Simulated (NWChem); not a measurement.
# One shape, several levels: C2H5N (N-methylmethanimine)

Aim: a comparison of 4 runs (B3LYP/aug-cc-pVDZ, BHLYP/aug-cc-pVDZ, M06-L/aug-cc-pVDZ, PBE0/aug-cc-pVDZ) of C2H5N (N-methylmethanimine). 

Program for the calculation: NWChem 7.3.0.

### 1 Starting point

C2H5N: 8 atoms, total charge 0, spin state singlet. SMILES: `C=NC`. Geometry: relaxed at PBE0-D4/def2-TZVP.

Bond lengths: C1–N2 1.257 Å, N2–C3 1.439 Å, C1–H4 1.100 Å, C1–H5 1.090 Å, C3–H6 1.100 Å, C3–H7 1.093 Å, C3–H8 1.093 Å. Angles: C1–N2–C3 117.9°, N2–C1–H4 123.2°, N2–C1–H5 119.4°, N2–C3–H6 113.7°, N2–C3–H7 109.0°, N2–C3–H8 109.1°, H4–C1–H5 117.3°, H6–C3–H7 109.1°, H6–C3–H8 109.1°, H7–C3–H8 106.7°.

### 2 Energy and gradient at B3LYP/aug-cc-pVDZ (run 1)

The input, nw.xyz:

```xyz
8
C2H5N
C     -0.710300     0.748600    -0.789300
N      0.446000     0.313400    -0.558400
C      0.623700    -0.564000     0.568100
H     -1.585200     0.492200    -0.173900
H     -0.872600     1.413800    -1.636900
H     -0.302900    -0.759200     1.127700
H      1.036200    -1.514100     0.218000
H      1.365100    -0.130600     1.244700
```

The input, nw.nw:

```
START nw
TITLE "C2H5N"
memory total 2200 mb

GEOMETRY units angstrom noautosym nocenter noautoz
  load nw.xyz
END

BASIS spherical bse
  * library aug-cc-pVDZ
END

DFT
  xc b3lyp
  mult 1
  grid fine
  convergence energy 1e-08
  maxiter 100
  mulliken
END

TASK dft gradient
```

The run is started by

```sh
$ nwchem nw.nw > nw.out
```

Standard output:

```text
[...]
          Wavefunction type:  closed shell.
          No. of atoms     :     8
          No. of electrons :    24
[...]
          Charge           :     0
          Spin multiplicity:     1
[...]
          AO basis - number of functions:   114
[...]
              XC Information
              --------------
                         B3LYP Method XC Potential
                     Hartree-Fock (Exact) Exchange  0.200
                        Slater Exchange Functional  0.800 local
                    Becke 1988 Exchange Functional  0.720 non-local
              Lee-Yang-Parr Correlation Functional  0.810
                  VWN I RPA Correlation Functional  0.190 local
[...]
 d= 0,ls=0.0,diis     1   -133.9145676030 -2.06D+02  1.81D-02  3.72D-01     3.4
[...]
 d= 0,ls=0.0,diis    10   -133.9585759543 -2.83D-09  1.50D-07  2.91D-10    28.1
         Total DFT energy =     -133.958575954286
      One electron energy =     -322.806118225449
           Coulomb energy =      135.927093014854
    Exchange-Corr. energy =      -19.592810297384
 Nuclear repulsion energy =       72.513259553693
[...]
  wavefunction    = closed shell
                         DFT ENERGY GRADIENTS
    atom               coordinates                        gradient
                 x          y          z           x          y          z
   1 C      -1.342272   1.414649  -1.491561    0.010780  -0.005233   0.003691
   2 N       0.842818   0.592240  -1.055223   -0.012454   0.001143   0.002387
   3 C       1.178622  -1.065805   1.073553   -0.001703   0.002892  -0.003400
   4 H      -2.995594   0.930123  -0.328623    0.003356   0.000875  -0.002220
   5 H      -1.648975   2.671695  -3.093292    0.000994  -0.002575   0.003138
   6 H      -0.572398  -1.434680   2.131044    0.003683   0.000750  -0.002157
   7 H       1.958134  -2.861234   0.411960   -0.001697   0.003808   0.001293
   8 H       2.579665  -0.246798   2.352142   -0.002959  -0.001659  -0.002732
[...]
```

Wall time 37 s (1 thread of Intel Xeon Platinum 8488C (Sapphire Rapids), shared host); peak memory 0.12 GiB.

### 3 Energy and gradient at BHLYP/aug-cc-pVDZ (run 2)

The input, run.py:

```python
from ase import Atoms
from ase.calculators.nwchem import NWChem

atoms = Atoms(['C', 'N', 'C', 'H', 'H', 'H', 'H', 'H'], positions=[
    [-0.710300, 0.748600, -0.789300],
    [0.446000, 0.313400, -0.558400],
    [0.623700, -0.564000, 0.568100],
    [-1.585200, 0.492200, -0.173900],
    [-0.872600, 1.413800, -1.636900],
    [-0.302900, -0.759200, 1.127700],
    [1.036200, -1.514100, 0.218000],
    [1.365100, -0.130600, 1.244700],
])

calc = NWChem(
    label='c2h5n',
    theory='dft',
    memory='2200 mb',
    basis='aug-cc-pVDZ',
    basispar='spherical bse',
    dft={'xc': 'bhlyp', 'mult': '1', 'grid': 'fine', 'convergence': 'energy 1e-08', 'iterations': '100', 'mulliken': None},
)
atoms.calc = calc

forces = atoms.get_forces()
print(f"energy = {atoms.get_potential_energy():.6f} eV")
print("forces (eV/A):")
for s, f in zip(atoms.symbols, forces):
    print(f"{s:2s} {f[0]:10.5f} {f[1]:10.5f} {f[2]:10.5f}")
print("dipole (e A):", atoms.get_dipole_moment().round(4))
```

The run is started by

```sh
$ export ASE_NWCHEM_COMMAND="nwchem PREFIX.nwi > PREFIX.nwo"
$ python run.py
```

Standard output:

```text
energy = -3642.737689 eV
forces (eV/A):
C    -0.03625    0.03965   -0.04001
N    -0.15056    0.06217   -0.04227
C     0.08850   -0.13797    0.15828
H     0.11405    0.02098   -0.06315
H     0.01028   -0.05569    0.07358
H     0.06124    0.02910   -0.06011
H    -0.03533    0.05116    0.01028
H    -0.05194   -0.00941   -0.03661
dipole (e A): [-0.279  -0.067   0.1753]
```

The calculator wrote c2h5n.nwi:

```
title "c2h5n"

permanent_dir c2h5n

scratch_dir c2h5n

start c2h5n

geometry units angstrom nocenter noautosym noautoz
  C  -7.1030000000000004e-01 7.4860000000000004e-01 -7.8930000000000000e-01
  N  4.4600000000000001e-01 3.1340000000000001e-01 -5.5840000000000001e-01
  C  6.2370000000000003e-01 -5.6399999999999995e-01 5.6810000000000005e-01
  H  -1.5851999999999999e+00 4.9220000000000003e-01 -1.7390000000000000e-01
  H  -8.7260000000000004e-01 1.4137999999999999e+00 -1.6369000000000000e+00
  H  -3.0290000000000000e-01 -7.5919999999999999e-01 1.1276999999999999e+00
  H  1.0362000000000000e+00 -1.5141000000000000e+00 2.1800000000000000e-01
  H  1.3651000000000000e+00 -1.3059999999999999e-01 1.2446999999999999e+00
end

memory 2200 mb

basis spherical bse noprint
   * library aug-cc-pVDZ
end

dft
  xc bhlyp
  mult 1
  grid fine
  convergence energy 1e-08
  iterations 100
  mulliken
end

task dft gradient
```

c2h5n.nwo:

```text
Northwest Computational Chemistry Package (NWChem) 7.3.0
             --------------------------------------------------------

           Job information
           ---------------

    nwchem branch   = 7.3.0
    use scalapack   = T
    input           = c2h5n.nwi
    prefix          = c2h5n.
    data base       = c2h5n/c2h5n.db
    status          = startup
    nproc           =        1

           Memory information
           ------------------

    heap     =     72089596 doubles =      550.0 Mbytes
    stack    =     72089601 doubles =      550.0 Mbytes
    global   =    144179200 doubles =     1100.0 Mbytes (distinct from heap & stack)
    total    =    288358397 doubles =     2200.0 Mbytes
    verify   = yes
    hardfail = no

[... 105 lines left out ...]
  convergence criterion.
[... 39 lines left out ...]
          Spatial weights used:  Erf1
[... 72 lines left out ...]
         Total DFT energy =     -133.868142008174
[... 3 lines left out ...]
 Nuclear repulsion energy =       72.513259553693
[... 867 lines left out ...]
          Convergence on gradient requested:  5.00D-04
[... 26 lines left out ...]
          total energy or number of iterations.
[... 26 lines left out ...]
                         DFT ENERGY GRADIENTS

    atom               coordinates                        gradient
                 x          y          z           x          y          z
   1 C      -1.342272   1.414649  -1.491561    0.000705  -0.000771   0.000778
   2 N       0.842818   0.592240  -1.055223    0.002928  -0.001209   0.000822
   3 C       1.178622  -1.065805   1.073553   -0.001721   0.002683  -0.003078
[... 4 lines of this table left out ...]
   8 H       2.579665  -0.246798   2.352142    0.001010   0.000183   0.000712

                 ----------------------------------------
                 |  Time  |  1-e(secs)   |  2-e(secs)   |
                 ----------------------------------------
                 |  CPU   |       0.01   |       6.02   |
                 ----------------------------------------
                 |  WALL  |       0.01   |       6.02   |
                 ----------------------------------------

 Task  times  cpu:       30.4s     wall:       30.4s
 Total times  cpu:       30.4s     wall:       30.4s
```

Run time: 32 s. Hardware: 1 thread of Intel Xeon Platinum 8488C (Sapphire Rapids), shared host; peak memory 0.12 GiB.

### 4 Energy and forces at M06-L/aug-cc-pVDZ (run 3)

The input, c2h5n.nw:

```
start c2h5n
title "C2H5N gradient"
memory 2200 mb
charge 0

geometry units bohr noautosym nocenter noautoz
  C   -1.34227247   1.41464898  -1.49156083
  N    0.84281785   0.59224017  -1.05522307
  C    1.17862218  -1.06580553   1.07355341
  H   -2.99559385   0.93012320  -0.32862337
  H   -1.64897502   2.67169479  -3.09329269
  H   -0.57239804  -1.43468007   2.13104415
  H    1.95813421  -2.86123433   0.41196030
  H    2.57966513  -0.24679823   2.35214211
end

basis spherical bse
  C library aug-cc-pVDZ
  N library aug-cc-pVDZ
  H library aug-cc-pVDZ
end

dft
  xc m06-l
  grid fine
  convergence energy 1e-08
  maxiter 100
  mulliken
end

task dft gradient
```

The run is started by

```sh
$ nwchem c2h5n.nw > c2h5n.out
```

Standard output:

```text
[...]
          Wavefunction type:  closed shell.
          No. of atoms     :     8
          No. of electrons :    24
[...]
          Charge           :     0
          Spin multiplicity:     1
[...]
          AO basis - number of functions:   114
[...]
              XC Information
              --------------
                        M06-L Method XC Functional
                         M06-L Exchange Functional  1.000
                       M06-L Correlation Potential  1.000
[...]
 d= 0,ls=0.0,diis     1   -133.8960488065 -2.06D+02  1.46D-02  3.02D-01     3.9
[...]
 d= 0,ls=0.0,diis    14   -133.9333821712 -2.21D-09  8.78D-07  1.14D-09    45.8
         Total DFT energy =     -133.933382171234
      One electron energy =     -322.876300496528
           Coulomb energy =      136.022294514874
    Exchange-Corr. energy =      -19.592630528867
 Nuclear repulsion energy =       72.513254339287
[...]
      Total Density - Mulliken Population Analysis
     ---------------------------------------------
    Atom       Charge   Shell Charges
 -----------   ------   -------------------------------------------------------
    1 C    6     5.49   2.02  0.70  0.37 -0.10  2.03  0.48 -0.04  0.08 -0.05
    2 N    7     7.36   2.01  0.80  0.86  0.04  2.32  1.22 -0.01  0.04  0.09
    3 C    6     5.36   2.02  0.68  0.17 -0.01  2.09  0.41 -0.01  0.06 -0.05
    4 H    1     1.25   0.79  0.45  0.04  0.03 -0.06
    5 H    1     1.20   0.79  0.41  0.01  0.03 -0.04
    6 H    1     1.13   0.78  0.33  0.02  0.03 -0.03
    7 H    1     1.11   0.78  0.31  0.01  0.03 -0.02
    8 H    1     1.11   0.78  0.31  0.01  0.03 -0.02
[...]
  wavefunction    = closed shell
                         DFT ENERGY GRADIENTS
    atom               coordinates                        gradient
                 x          y          z           x          y          z
   1 C      -1.342272   1.414649  -1.491561    0.007888  -0.002733   0.001210
   2 N       0.842818   0.592240  -1.055223   -0.014196   0.003220   0.000147
   3 C       1.178622  -1.065806   1.073553    0.000993  -0.001079   0.001096
   4 H      -2.995594   0.930123  -0.328623    0.004953   0.000732  -0.002521
   5 H      -1.648975   2.671695  -3.093293    0.001117  -0.002747   0.003331
   6 H      -0.572398  -1.434680   2.131044    0.002855   0.000901  -0.002082
   7 H       1.958134  -2.861234   0.411960   -0.001410   0.002567   0.000670
   8 H       2.579665  -0.246798   2.352142   -0.002199  -0.000862  -0.001852
[...]
```

Run time: 57 s. Hardware: 1 thread of Intel Xeon Platinum 8488C (Sapphire Rapids), shared host; peak memory 0.12 GiB.

### 5 Energy and gradient at PBE0/aug-cc-pVDZ (run 4)

Edit run.py of step 3 so:

```diff
@@ -15,3 +15,3 @@
 calc = NWChem(
-    label='c2h5n',
+    label='mol',
     theory='dft',
@@ -20,3 +20,3 @@
     basispar='spherical bse',
-    dft={'xc': 'bhlyp', 'mult': '1', 'grid': 'fine', 'convergence': 'energy 1e-08', 'iterations': '100', 'mulliken': None},
+    dft={'xc': 'pbe0', 'mult': '1', 'grid': 'fine', 'convergence': 'energy 1e-08', 'iterations': '100', 'mulliken': None},
 )
@@ -25,3 +25,4 @@
 forces = atoms.get_forces()
-print(f"energy = {atoms.get_potential_energy():.6f} eV")
+e = atoms.get_potential_energy()
+print(f"E = {e:.6f} eV")
 print("forces (eV/A):")
```

The run is started by

```sh
$ export ASE_NWCHEM_COMMAND="nwchem PREFIX.nwi > PREFIX.nwo"
$ python run.py
```

Standard output:

```text
E = -3640.644977 eV
forces (eV/A):
C    -0.38839    0.15087   -0.08156
N     0.55320   -0.13483    0.00602
C    -0.01646    0.02283   -0.02381
H    -0.16486   -0.05230    0.12161
H    -0.02792    0.13102   -0.16661
H    -0.17617   -0.03198    0.09770
H     0.08073   -0.17108   -0.07112
H     0.13992    0.08541    0.11771
dipole (e A): [-0.2556 -0.0697  0.1718]
```

The calculator wrote mol.nwi:

```
title "mol"

permanent_dir mol

scratch_dir mol

start mol

geometry units angstrom nocenter noautosym noautoz
  C  -7.1030000000000004e-01 7.4860000000000004e-01 -7.8930000000000000e-01
  N  4.4600000000000001e-01 3.1340000000000001e-01 -5.5840000000000001e-01
  C  6.2370000000000003e-01 -5.6399999999999995e-01 5.6810000000000005e-01
  H  -1.5851999999999999e+00 4.9220000000000003e-01 -1.7390000000000000e-01
  H  -8.7260000000000004e-01 1.4137999999999999e+00 -1.6369000000000000e+00
  H  -3.0290000000000000e-01 -7.5919999999999999e-01 1.1276999999999999e+00
  H  1.0362000000000000e+00 -1.5141000000000000e+00 2.1800000000000000e-01
  H  1.3651000000000000e+00 -1.3059999999999999e-01 1.2446999999999999e+00
end

memory 2200 mb

basis spherical bse noprint
   * library aug-cc-pVDZ
end

dft
  xc pbe0
  mult 1
  grid fine
  convergence energy 1e-08
  iterations 100
  mulliken
end

task dft gradient
```

mol.nwo:

```text
Northwest Computational Chemistry Package (NWChem) 7.3.0
             --------------------------------------------------------

           Job information
           ---------------

    nwchem branch   = 7.3.0
    use scalapack   = T
    input           = mol.nwi
    prefix          = mol.
    data base       = mol/mol.db
    status          = startup
    nproc           =        1

           Memory information
           ------------------

    heap     =     72089596 doubles =      550.0 Mbytes
    stack    =     72089601 doubles =      550.0 Mbytes
    global   =    144179200 doubles =     1100.0 Mbytes (distinct from heap & stack)
    total    =    288358397 doubles =     2200.0 Mbytes
    verify   = yes
    hardfail = no

[... 105 lines left out ...]
  convergence criterion.
[... 39 lines left out ...]
          Spatial weights used:  Erf1
[... 74 lines left out ...]
         Total DFT energy =     -133.791236262586
[... 3 lines left out ...]
 Nuclear repulsion energy =       72.513259553693
[... 868 lines left out ...]
          Convergence on gradient requested:  5.00D-04
[... 26 lines left out ...]
          total energy or number of iterations.
[... 26 lines left out ...]
                         DFT ENERGY GRADIENTS

    atom               coordinates                        gradient
                 x          y          z           x          y          z
   1 C      -1.342272   1.414649  -1.491561    0.007553  -0.002934   0.001586
   2 N       0.842818   0.592240  -1.055223   -0.010758   0.002622  -0.000117
   3 C       1.178622  -1.065805   1.073553    0.000320  -0.000444   0.000463
[... 4 lines of this table left out ...]
   8 H       2.579665  -0.246798   2.352142   -0.002721  -0.001661  -0.002289

                 ----------------------------------------
                 |  Time  |  1-e(secs)   |  2-e(secs)   |
                 ----------------------------------------
                 |  CPU   |       0.01   |       6.00   |
                 ----------------------------------------
                 |  WALL  |       0.01   |       6.00   |
                 ----------------------------------------

 Task  times  cpu:       35.9s     wall:       35.9s
 Total times  cpu:       36.0s     wall:       36.0s
```

Wall time 37 s (1 thread of Intel Xeon Platinum 8488C (Sapphire Rapids), shared host); peak memory 0.12 GiB.

### 6 The series

```
run              level  energy (Eh)  dipole moment (D)  HOMO energy (eV)  LUMO energy (eV)  wall time
  1  B3LYP/aug-cc-pVDZ  -133.958576               1.51             -7.16             -0.71       37 s
  2  BHLYP/aug-cc-pVDZ  -133.868142               1.62             -8.82              0.27       32 s
  3  M06-L/aug-cc-pVDZ  -133.933382               1.42             -6.13             -1.15       57 s
  4   PBE0/aug-cc-pVDZ  -133.791236               1.52             -7.37             -0.43       37 s
```

### 7 Outcome

| quantity | value |
| --- | --- |
| run 4: total energy | -133.79124 Eh |
| run 4: dipole moment | 1.52 D |
| run 4: HOMO energy | -7.37 eV |
| run 4: LUMO energy | -0.43 eV |
| run 4: HOMO–LUMO gap | 6.94 eV |
| run 4: largest force on an atom | 0.569 eV/Å |

In words: The dipole moment (its size) runs from 1.42 D (M06-L/aug-cc-pVDZ) to 1.62 D (BHLYP/aug-cc-pVDZ). The HOMO–LUMO gap runs from 4.99 eV (M06-L/aug-cc-pVDZ) to 9.09 eV (BHLYP/aug-cc-pVDZ). Totals of different functionals can't be ranked against each other. All runs together took 2.7 min, the longest 57 s.
